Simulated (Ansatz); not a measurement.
C2H6Si can be A, `C[Si]C`, or B, `C1C[SiH2]1`.

Calculated with Ansatz (gas phase, PBE0-D4/def2-TZVP geometries, no zero-point term in ΔE). CCSD(T)/CBS adds triple-zeta CCSD(T) − MP2 to the extrapolated MP2 energy (def2 sets, frozen cores). Functionals use def2-TZVPP. B3LYP here is the variant with VWN-RPA as its local correlation; programs differ in this.

A:

```xyz
9

C    -1.424   -0.072   -0.097
Si   -0.013   -1.166    0.542
C     1.423    0.001    0.130
H    -1.594    0.674    0.695
H    -2.364   -0.608   -0.240
H    -1.176    0.490   -1.003
H     1.195    1.060    0.289
H     2.356   -0.256    0.636
H     1.597   -0.121   -0.951
```

B:

Z-matrix (Å, degrees):
```
C
Si 1 1.847
C 1 1.543 2 65.3
H 1 1.085 2 119.2 3 -107.6
H 1 1.085 2 119.2 3 107.6
H 2 1.478 1 119.3 3 105.0
H 2 1.478 1 119.3 3 -104.9
H 3 1.085 1 116.3 2 -111.9
H 3 1.085 1 116.3 2 111.8
```

(1) Which isomer does CCSD(T)/CBS put lower? Give the gap. (Estimate.)

(2) Give E(B) − E(A) in kJ/mol with ωB97M-V, B2PLYP, LDA (SPW92), B3LYP, PBE-D4, HF/def2-TZVPP, BLYP-D4. (An estimate is asked.)

(3) Does the order hold for the free energy at 298.15 K (harmonic terms from PBE0-D4)? (An estimate is asked.)

Largest T1 diagnostic: 0.012.

## Answers

(1) The calculation gave: B, by 6.0 kJ/mol.

(2) Computed: ωB97M-V -3.3, B2PLYP -6.8, LDA (SPW92) -25.2, B3LYP -2.1, PBE-D4 -12.3, HF/def2-TZVPP 2.4, BLYP-D4 3.7. The order is the other way round with HF/def2-TZVPP, BLYP-D4.

(3) The calculation gave: Yes: G(B) − G(A) = -4.2 kJ/mol.

In def2-TZVPP, CCSD(T) changes the Hartree–Fock value by −7.0 kJ/mol (the triples alone add −2.9 kJ/mol) and MP2 by −20.5 kJ/mol. Leaving LDA and LC-ωPBE aside and taking each functional with its dispersion term where it has one, the values, not all of them listed here, spread over 25.7 kJ/mol, from r2SCAN-D4 to BLYP-D4. LDA lies −12.2 kJ/mol from PBE without D4.
